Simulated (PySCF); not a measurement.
Computed with r2SCAN-D4/def2-TZVP (PySCF). Gas-phase values, no solvent. Delta-SCF ions had no search for a lower state. 

Reference species (SMILES): `N[SiH3]` (neutral, multiplicity 1).

The vertical ionisation energy (Delta-SCF) is 9.71 eV. The HOMO–LUMO gap is 6.40 eV.

Changed species: `[SiH4]` (4 of 4 NH2 replaced by H; the reference has 3 of 4 NH2 replaced by H).

Problem. Predict the effect on the vertical ionisation energy (Delta-SCF) and HOMO–LUMO gap.

Solution. the vertical ionisation energy (Delta-SCF) goes up by 2.60 eV, to 12.31 eV; the HOMO–LUMO gap increases by 3.18 eV, to 9.58 eV.
